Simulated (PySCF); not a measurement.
Atoms are numbered as in `[CH3:1][C:2]([Cl:3])([Cl:4])[Cl:5]` (H(Xn): hydrogen on atom n).

Geometry: PBE0-D3(BJ)/def2-SVP; GIAO absolute shieldings from PySCF 2.14.0 with density-fitted response routines, gas phase, non-relativistic, averaged over equivalent atoms.

At PBE0/pcSseg-1 (121 basis functions, 13 s wall time on 1 thread of an Intel Xeon Platinum 8488C, shared host):
```json
{"atoms": "C2", "σ (ppm)": "64.5"}
{"atoms": "C1", "σ (ppm)": "136.2"}
{"atoms": "Cl3/Cl4/Cl5", "σ (ppm)": "459.8"}
{"atoms": "H(C1)", "σ (ppm)": "28.86"}
```

Problem. Estimate the result of repeating the calculation with B3LYP/pcSseg-2.

Solution. 
```csv
atoms,σ at B3LYP/pcSseg-2,change
C2,50.7,-13.8
C1,129.9,-6.3
Cl3/Cl4/Cl5,433.6,-26.2
H(C1),28.97,+0.11
```

The largest change is at Cl3/Cl4/Cl5 (chlorine bonded to C). Cost: 243 basis functions, 22 s wall time on 1 thread of an Arm Neoverse V1, shared host.

Carbons that carry Cl, above all several Cl atoms, come out too deshielded, partly because spin–orbit coupling is missing.
